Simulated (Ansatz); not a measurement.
# The silicon atom (triplet): the correlation ladder, def2-TZVP

Aim: climb from Hartree-Fock through coupled cluster and multireference methods for the silicon atom (triplet) at one geometry and basis, and see what each rung misses.

Program: Ansatz 0.2.0, Gaussian basis. Level of theory: def2-TZVP, core rule «outside noble gas», up to 5 orbitals frozen. These are calculated values, not measurements.

To be run: UHF; CCSD(T) on ROHF; CCSD(T) on UHF; BCCD(T) on ROHF; CISD; CCSDT(Q) on ROHF; CCSDT(Q) on UHF; CASSCF and MRCISD+Q, 4 electrons in 4 orbitals; CASSCF and MRCISD+Q(relaxed), 4 electrons in 4 orbitals; CASSCF and NEVPT4(SD), 4 electrons in 4 orbitals; CASSCF and NEVPT2, 4 electrons in 4 orbitals.

**1. The atom**

A free atom, in its lowest state of this spin that the program finds.

1 atom, charge 0, spin multiplicity 3.

**2. UHF**

Contents of in.yaml:

```yaml
crystal:
  periodic: [false, false, false]
  atoms:
    - {symbol: Si, position_ang: [0.000000, 0.000000, 0.000000]}
basis:
  gaussian: {orbitals: def2-TZVP}
magnetization: {spin_polarized: true, initial_magnetization: 2}
hamiltonian: {xc: hf}
output: {orbitals: {seedname: orbitals}}
```

The run is started by

```console
> ansatz run in.yaml --threads 1 --pin off --events-out ev --progress --plain --max-ram 2393MiB
```

Further steps of the session: CCSD(T) on ROHF; CCSD(T) on UHF; BCCD(T) on ROHF; CISD; CCSDT(Q) on ROHF; CCSDT(Q) on UHF; CASSCF and MRCISD+Q, 4 electrons in 4 orbitals; CASSCF and MRCISD+Q(relaxed), 4 electrons in 4 orbitals; CASSCF and NEVPT4(SD), 4 electrons in 4 orbitals; CASSCF and NEVPT2, 4 electrons in 4 orbitals.

**Question.** What will the summary of the whole plan be? Wanted: UCCSDT(Q) below the RHF energy; RMP2 from UCCSDT(Q); UMP2 from UCCSDT(Q); RCCSD from UCCSDT(Q); RCCSD(T) from UCCSDT(Q); UCCSD(T) from UCCSDT(Q); RCCSDT(Q) from UCCSDT(Q); NEVPT2 valence from UCCSDT(Q); NEVPT4(SD) valence from UCCSDT(Q).

**Answer**, as computed:

```
                         quantity                                                                                                                    value
   UCCSDT(Q) below the RHF energy                                                                                                               -2.2041 eV
              RMP2 from UCCSDT(Q)                                                                                                               +595.3 meV
              UMP2 from UCCSDT(Q)                                                                                                               +594.9 meV
             RCCSD from UCCSDT(Q)                                                                                                                +95.0 meV
          RCCSD(T) from UCCSDT(Q)                                                                                                                +24.5 meV
          UCCSD(T) from UCCSDT(Q)                                                                                                                +22.4 meV
         RCCSDT(Q) from UCCSDT(Q)                                                                                                                 +1.9 meV
    NEVPT2 valence from UCCSDT(Q)                                                                                                               +456.5 meV
NEVPT4(SD) valence from UCCSDT(Q)                                                                                                                +35.8 meV
  MRCISD+Q valence from UCCSDT(Q)                                                                                                                -23.3 meV
levels within 1 kcal/mol (43 meV)  RCCSD(T), UCCSD(T), BCCD(T), RCCSDT, UCCSDT, RCCSDT(Q), NEVPT4(SD) valence, MRCISD+Q valence, MRCISD+Q(relaxed) valence
                    T1 diagnostic                                                                                                                    0.024
   effectively unpaired electrons                                                                                                                     2.01
```

In words: RCCSD(T) lands +24.5 meV from the yardstick (1.1 % of the correlation energy). One determinant dominates. Of the multireference levels listed MRCISD+Q valence comes nearest in total energy (-23.3 meV), which doesn't show that its space is the better one. These misses are within one basis, not against nature; the frozen cores of restricted and unrestricted runs differ, which can shift their rows.
